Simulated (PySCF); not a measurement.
Frontier orbitals and the lowest excitations

Species: C₃H₄F₂O.
Z-matrix (Å and degrees, PBE0-D3(BJ)/def2-SVP geometry), rows numbered from 1:
```
C 
O   1  1.4180
C   2  1.3233  1  116.15
F   3  1.3342  2  115.05  1    55.08
C   3  1.3342  2  125.40  1  -127.04
F   5  1.3297  3  121.22  2     3.80
H   1  1.0963  2  106.58  3   178.58
H   1  1.1007  2  111.22  3   -62.27
H   1  1.1029  2  110.79  3    59.66
H   5  1.0904  3  122.71  2  -173.90
```

The calculation used TDDFT CAM-B3LYP/def2-SVPD, vertical, gas phase, core orbitals frozen in the response (PySCF 2.14.0, density-fitted response routines).

Frontier orbitals with the atoms that hold most of them (Löwdin shares over 4%, at most four atoms; ? is withheld):

```
orbital  ε (eV)                            atoms
 LUMO+2    1.88  C5 22%, C3 18%, H10 11%, F6 11%
 LUMO+1    1.66  C5 33%, C3 16%, H10 13%, F6 11%
   LUMO    1.16                                ?
   HOMO   -8.40   C5 32%, C3 25%, O2 14%, F6 14%
 HOMO-1  -10.93                                ?
 HOMO-2  -12.10    O2 33%, C1 21%, H7 11%, C3 8%
 HOMO-3  -12.71    F6 51%, C5 16%, H10 9%, O2 7%
```

**Question.** Which atoms hold the LUMO, and with what shares?

**Answer.** C1 (bonded to O and 3 H) 28%; C3 (bonded to C, F and O) 15%; C5 (bonded to C, F and H) 14%; H9 (bonded to C) 9%. By element: carbon 57%, hydrogen 9% or more.

**Question.** Give the leading atoms of the HOMO-1.

**Answer.** O2 (bonded to 2 C) 51%; C1 (bonded to O and 3 H) 17%; H8 (bonded to C) 9%; F4 (bonded to C) 7%.

**Question.** The HOMO–LUMO gap is 9.55 eV. Where does the response calculation put the lowest singlet, and from which orbitals?

**Answer.** S1 is at 6.52 eV (f = 0.025), 3.04 eV below the gap, made of HOMO→LUMO (48%), HOMO→LUMO+1 (37%), HOMO→LUMO+2 (9%). Without the coupling terms of the response equations the lowest excitation would equal the gap.

Next come S2 at 6.89 eV (f 0.032), HOMO→LUMO (34%), HOMO→LUMO+3 (28%), HOMO→LUMO+2 (14%); S3 at 7.31 eV (f 0.360), HOMO→LUMO+2 (43%), HOMO→LUMO+1 (42%); S4 at 7.73 eV (f 0.027), HOMO→LUMO+3 (36%), HOMO→LUMO+2 (23%), HOMO→LUMO+4 (20%); S5 at 8.04 eV (f 0.0087), HOMO→LUMO+4 (62%), HOMO→LUMO+3 (22%).

One conformer stands for the species.
